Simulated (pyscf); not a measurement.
Structures and frequencies: ωB97X-D3(BJ)/def2-SVP in PySCF.

SMILES: C(C(C)C=N)=C
```xyz
15

C     -1.6627     0.9409     1.6428
C     -0.6953     0.0322     1.5175
C     -0.0700    -0.3908     0.2089
C     -0.2761    -1.8941    -0.0387
C      1.4123    -0.0669     0.2170
N      2.0474     0.6833    -0.5831
H     -2.0761     1.4594     0.7702
H     -2.0789     1.2009     2.6208
H     -0.3057    -0.4672     2.4155
H     -0.5392     0.1822    -0.6101
H     -1.3491    -2.1387    -0.0557
H      0.1699    -2.2007    -0.9978
H      0.1942    -2.4907     0.7604
H      1.9922    -0.5618     1.0192
H      1.4000     1.0823    -1.2751
```

How much does it cost (ΔH, 298 K, ωB97M-D3(BJ)/def2-TZVP) to split H₂C=CH–CH(CH₃)–CH=NH at its C–C bond into •HC=CH₂ + H₃C–CH•–CH=NH?

C–C to •HC=CH₂ + H₃C–CH•–CH=NH: 86.0 kcal/mol. The 7 functionals that were run give +75.2 (r²SCAN) to +86.3 kcal/mol (ωB97X-D3(BJ)). The radicals are drawn with the spin at the cut bond; how far it spreads was not checked. Other isomers of •HC=CH₂, H₃C–CH•–CH=NH were not searched in full and may lie lower.
